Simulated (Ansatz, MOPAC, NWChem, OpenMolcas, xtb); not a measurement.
**How methods differ on SiH2F2 (SMILES F[SiH2]F)**

SiH2F2, singlet, SMILES `F[SiH2]F`. Each level relaxes the structure for itself.

Each level gives the highest harmonic wavenumber at each level's own minimum (cm⁻¹). The values are calculated.

| level | kind | program | value (cm⁻¹) |
| --- | --- | --- | --- |
| PM6-D3H4 | semi-empirical | MOPAC | 2180 |
| PM6-DH+ | semi-empirical | MOPAC | 2179 |
| PM7 | semi-empirical | MOPAC | 2320 |
| GFN2-xTB | semi-empirical | xtb | 2457 |
| HF/3-21G | Hartree–Fock | OpenMolcas | 2436 |
| HF/6-31G* (Cartesian functions) | Hartree–Fock | OpenMolcas | 2480 |
| HF/cc-pVTZ | Hartree–Fock | OpenMolcas | 2401 |
| BP86-D3(BJ)/def2-SVP | GGA | NWChem | 2236 |
| PBE/def2-SVP | GGA | NWChem | 2238 |
| PBE0-D4/def2-TZVP | global hybrid | Ansatz | 2297 |

Harmonic and unscaled. The values span 2179 to 2480 cm⁻¹.
